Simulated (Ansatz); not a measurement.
## CO, singlet: the ladder up to RCCSDT(Q)

Geometry: MP2(full)/6-31G*, from the G2/97 set.

```xyz
2

O     0.0000    0.0000    0.0000
C     0.0000    0.0000    1.1503
```

Basis cc-pVQZ; Ansatz 0.2.0. Only valence electrons are correlated (noble-gas cores frozen), which leaves 10 electrons in 108 orbitals. R marks a restricted (for open shells ROHF) determinant. Active spaces: valence = (10e, 8o) chosen from the atoms' valence shells.

Full CI isn't at hand for all of this; RCCSDT(Q) serves as the reference, and is uncertain by about the last step of the cluster series.

The UHF ⟨S²⟩ is 0.000, the T1 diagnostic (RCCSD) is 0.0192 and the largest doubles amplitude (RCCSD) is 0.063.

```json
{"level": "RHF", "E − E(RCCSDT(Q)) (meV)": "10981", "share of correlation (%)": "0.00", "wall time": "–"}
{"level": "RMP2", "E − E(RCCSDT(Q)) (meV)": "519", "share of correlation (%)": "95.28", "wall time": "–"}
{"level": "CISD", "E − E(RCCSDT(Q)) (meV)": "1254", "share of correlation (%)": "88.58", "wall time": "16 s"}
{"level": "RCCSD", "E − E(RCCSDT(Q)) (meV)": "558", "share of correlation (%)": "94.92", "wall time": "–"}
{"level": "RCCSD(T)", "E − E(RCCSDT(Q)) (meV)": "35", "share of correlation (%)": "99.68", "wall time": "5.5 s"}
{"level": "BCCD(T)", "E − E(RCCSDT(Q)) (meV)": "31", "share of correlation (%)": "99.72", "wall time": "9 s"}
{"level": "RCCSDT", "E − E(RCCSDT(Q)) (meV)": "36", "share of correlation (%)": "99.68", "wall time": "–"}
{"level": "CASSCF (valence space)", "E − E(RCCSDT(Q)) (meV)": "7313", "share of correlation (%)": "33.41", "wall time": "–"}
{"level": "NEVPT2 (valence space)", "E − E(RCCSDT(Q)) (meV)": "1216", "share of correlation (%)": "88.93", "wall time": "11 s (H100)"}
{"level": "MRCISD (valence space)", "E − E(RCCSDT(Q)) (meV)": "485", "share of correlation (%)": "95.59", "wall time": "–"}
{"level": "MRCISD+Q (valence space)", "E − E(RCCSDT(Q)) (meV)": "96", "share of correlation (%)": "99.13", "wall time": "18 s (H100)"}
```

The correlation energy at RCCSDT(Q), counted from RHF, is -10.981 eV. That run took 16 s on 5 threads of AMD EPYC 7R13 with a whole H100 80 GB, shared host.

Times hold each run's SCF and search for its determinant on a shared host, so for small cases they say little of a method's own cost; rows without a card ran on 1 thread of AMD EPYC 7R13.

Natural occupations of CASSCF (valence space) about the gap: 1.998 1.991 1.980 1.953 1.953 0.052 0.052 0.021; effectively unpaired electrons, Σ n²(2−n)², 0.04.

Atomization energy (electronic, same basis, no zero-point term; atoms at the same level, unrestricted beside the R rows where the molecule is a closed shell, with restricted open-shell steps beyond CCSDT(Q)) at RCCSDT(Q): 1069.8 kJ/mol. Errors of other levels:

| level | error (kJ/mol) |
| --- | --- |
| RHF | -349.6 |
| RMP2 | 57.0 |
| CISD | -94.8 |
| RCCSD | -35.6 |
| RCCSD(T) | -1.0 |
| BCCD(T) | -0.2 |
| RCCSDT | -3.1 |
| CASSCF (valence space) | -16.0 |
| NEVPT2 (valence space) | 1.2 |
| MRCISD (valence space) | -20.1 |
| MRCISD+Q (valence space) | -7.8 |

This basis is far from its limit, so the value isn't to be set against a measured one. Truncated CI isn't size-consistent, which counts against it in atomization.
